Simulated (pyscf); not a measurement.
Optimised with ωB97X-D3(BJ)/def2-SVP in PySCF.

Q: Estimate by transition-state theory the rate constant of H₃Sn–SnH₃ + H₂O → HO–SnH₃ + SnH₄ (singlet surface; Sn–Sn, H–O broken, O–Sn, H–Sn formed) at 1200 K, with ωB97M-D3(BJ)/def2-TZVP energies (ideal gas, 1 atm, RRHO with modes under 100 cm⁻¹ raised to 100, one conformer, R ln 2 for chiral ones without a mode under 150 cm⁻¹; no tunnelling).

A: The electronic barrier is 37.2 kcal/mol and the thermal terms add +33.9, so ΔG‡ = 71.1 kcal/mol. With k_BT/h = 2.50e+13 s⁻¹ and RT = 2.385 kcal/mol, and a volume of 1.64e-19 cm³ per molecule at 1 atm, k = 4.5e-19 cm³ molecule⁻¹ s⁻¹. Wigner's tunnelling factor for 880i cm⁻¹ would be 1.05. A shift of 1 kcal/mol in the barrier changes k by a factor 1.5. On the reactant side the descent ends in a complex (not fully relaxed), 5.1 kcal/mol under the separated species and 47.0 kcal/mol under the saddle at ωB97X-D3(BJ)/def2-TZVP. At ωB97X-D3(BJ)/def2-TZVP the barrier from the zero used here is 41.9 kcal/mol. One saddle was located; it need not be the lowest between these sides. Elements past Kr carry the def2 core potentials, without spin-orbit coupling.
